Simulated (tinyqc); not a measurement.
Worked calculation: extended Hueckel theory, for BH-. The parameters take no account of the charge, which enters only through the electron count, and nothing here shows that the anion is bound. Computed by tinyqc, a small Python program that keeps every step (integrals from PySCF). Settings: charge = -1, K = 2.0, multiplicity = 2. Command: `OMP_NUM_THREADS=1 python tinyqc.py 24486 24487 out.jsonl` (the two numbers bound the seeds that draw the settings). One thread of a shared host (Intel(R) Xeon(R) Processor @ 2.60GHz), about 0.01 s of CPU time with the checks.

## Overlaps

Geometry (angstrom):
```
atom         x         y         z
B     0.000000  0.000000  0.000000
H     0.000000  0.000000  1.235000
```

Parameters chosen for this run:
```
element  shell  Slater exponent   H_ii (eV)
H           1s         1.300000  -13.600000
B           2s         1.300000  -15.200000
B           2p         1.300000   -8.500000
```

Slater orbitals, each expanded in six Gaussians scaled to its exponent.

overlap S, order 1B 2s, 1B 2px, 1B 2py, 1B 2pz, 2H 1s:
$$\begin{pmatrix}
1.000000 & 0.000000 & 0.000000 & 0.000000 & 0.467953 \\
0.000000 & 1.000000 & 0.000000 & 0.000000 & 0.000000 \\
0.000000 & 0.000000 & 1.000000 & 0.000000 & 0.000000 \\
0.000000 & 0.000000 & 0.000000 & 1.000000 & 0.518502 \\
0.467953 & 0.000000 & 0.000000 & 0.518502 & 1.000000
\end{pmatrix}$$

## Wolfsberg-Helmholz matrix

diagonal H_ii (eV): 1B 2s -15.200000, 1B 2px -8.500000, 1B 2py -8.500000, 1B 2pz -8.500000, 2H 1s -13.600000

K = 2.000000

H_ij = K' S_ij (H_ii + H_jj)/2 for i != j (the diagonal keeps H_ii), with K' = 2.

H (eV), order 1B 2s, 1B 2px, 1B 2py, 1B 2pz, 2H 1s:
$$\begin{pmatrix}
-15.200000 & 0.000000 & 0.000000 & 0.000000 & -13.477043 \\
0.000000 & -8.500000 & 0.000000 & 0.000000 & 0.000000 \\
0.000000 & 0.000000 & -8.500000 & 0.000000 & 0.000000 \\
0.000000 & 0.000000 & 0.000000 & -8.500000 & -11.458901 \\
-13.477043 & 0.000000 & 0.000000 & -11.458901 & -13.600000
\end{pmatrix}$$

## Orbitals

valence electrons = 5

Solve H C = S C e through S^(-1/2); fill by pairs from the bottom, a degenerate level sharing its electrons equally; each orbital has its largest coefficient positive (the first on a tie).

orbital energies (eV): [-19.103124, -10.938736, -8.500000, -8.500000, 16.655711]

occupations: [2.000000, 2.000000, 0.500000, 0.500000, 0.000000]

coefficients, order 1B 2s, 1B 2px, 1B 2py, 1B 2pz, 2H 1s:
$$\begin{pmatrix}
0.611620 & -0.588634 & 0.000000 & 0.000000 & -0.840821 \\
0.000000 & 0.000000 & 0.416046 & 0.909344 & 0.000000 \\
0.000000 & 0.000000 & 0.909344 & -0.416046 & 0.000000 \\
0.077098 & 0.712146 & 0.000000 & 0.000000 & -1.005888 \\
0.526090 & 0.300102 & 0.000000 & 0.000000 & 1.259215
\end{pmatrix}$$

sum of one-electron energies = -68.583720 eV

Within a degenerate level the vectors are fixed only up to a rotation; this is one choice.

## Mulliken analysis

P = C n C^T; charge = valence electrons (H 1, B 3) minus the sum of (P S)_ii on the atom; overlap population = 2 sum P_ij S_ij between two atoms.

charges: 1B -0.866833, 2H -0.133167

Overlap populations:
```
pair     value
2-1   0.799005
```
